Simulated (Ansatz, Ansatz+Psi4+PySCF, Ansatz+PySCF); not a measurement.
```
atom    x (Å)    y (Å)    z (Å)
   C   0.0003  -1.1423   0.0000
   H  -1.0560  -1.3847   0.0000
   H   0.5202  -1.4074   0.9124
   H   0.5202  -1.4074  -0.9124
   H   0.0116   0.1601   0.0000
   O   0.0003   1.3616   0.0000
```

Basis set: cc-pVTZ (spherical functions). Correlated methods keep 2 orbitals frozen. Correlation on ROHF uses semicanonical orbitals with singles. Charge 0, multiplicity 3.

Computed with Ansatz (development build ahead of 0.2.0); each method stands on the lowest determinant of its kind that the runs found.

The atomization energy at this shape (free ground-state atoms in the same class of orbitals less the molecule, no zero-point energy) of triplet CH₄O:

```
      method  atomization energy
ROHF-CCSD(T)     396.37 kcal/mol
    ROHF-MP2     395.53 kcal/mol
     UHF-MP2     391.55 kcal/mol
         UHF     291.88 kcal/mol
```

(1) What does ROHF give?

## Answers

(1) 286.18 kcal/mol.
